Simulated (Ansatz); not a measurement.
**Al₂HO (quartet): the correlation ladder, cc-pVDZ**

The task here is to estimate one member of a computed series from the others.

Program: Ansatz 0.2.0, Gaussian basis. Level of theory: cc-pVDZ, core rule «outside noble gas», up to 11 orbitals frozen. These are calculated values, not measurements.

To be run: UHF; CCSD(T) on ROHF; CCSD(T) on UHF; BCCD(T) on ROHF; CISD; CCSDT(Q) on ROHF; CCSDT(Q) on UHF.

24 further runs of the same task are left out: 9 that didn't finish, 15 set aside as unsound or not needed.

**The system**

The geometry is a PBE0/def2-TZVP stationary point (not a proven minimum).

4 atoms, charge 0, spin multiplicity 4.

Atoms are counted from 1 here; the program's logs count them from 0.

Bond lengths: Al1–Al2 2.344 Å, Al2–O3 1.647 Å, O3–H4 0.946 Å. Angles: Al1–Al2–O3 180.0°, Al2–O3–H4 180.0°.

Set-up of the first run:

File in.yaml:

```yaml
crystal:
  periodic: [false, false, false]
  atoms:
    - {symbol: Al, position_ang: [0.000000, 0.000000, -2.818500]}
    - {symbol: Al, position_ang: [0.000000, 0.000000, -0.474100]}
    - {symbol: O, position_ang: [0.000000, 0.000000, 1.173400]}
    - {symbol: H, position_ang: [0.000000, 0.000000, 2.119200]}
basis:
  gaussian: {orbitals: cc-pVDZ}
magnetization: {spin_polarized: true, initial_magnetization: 3}
hamiltonian: {xc: hf}
output: {orbitals: {seedname: orbitals}}
```

On the command line:

```bash
$ ansatz run in.yaml --threads 1 --pin off --events-out ev --progress --plain --max-ram 2393MiB
```

Steps of the session up to this table: UHF; CCSD(T) on ROHF; CCSD(T) on UHF; BCCD(T) on ROHF; CISD; CCSDT(Q) on ROHF; CCSDT(Q) on UHF.

One table of the session follows, with a row left open; its other results are not shown here.

```
   method  from UCCSDT(Q) (kJ/mol)
     ROHF                   +780.5
      UHF                   +776.1
     RMP2                    +83.4
     UMP2                    +84.1
     CISD                    +95.0
    RCCSD                        ?
    UCCSD                    +27.5
 RCCSD(T)                     +6.0
 UCCSD(T)                     +6.1
  BCCD(T)                     +5.9
   RCCSDT                     +2.5
   UCCSDT                     +2.5
RCCSDT(Q)                     +0.2
UCCSDT(Q)                        0
```

**Question.** Estimate the row for RCCSD.

As computed: from UCCSDT(Q) (kJ/mol): +27.6. In the column «from UCCSDT(Q) (kJ/mol)» it lies between UCCSD (+27.5) and RMP2 (+83.4).

With the free atoms at the same levels and basis (separate runs), the atomisation energy is 8.296 eV at UCCSDT(Q), 8.261 eV at RCCSD(T), 8.258 eV at UCCSD(T), 6.346 eV at ROHF.

To keep in mind: Restricted and unrestricted rows rest on different reference determinants; where their highest levels disagree by more than a few hundredths of an eV, they describe different states and don't form one ladder.
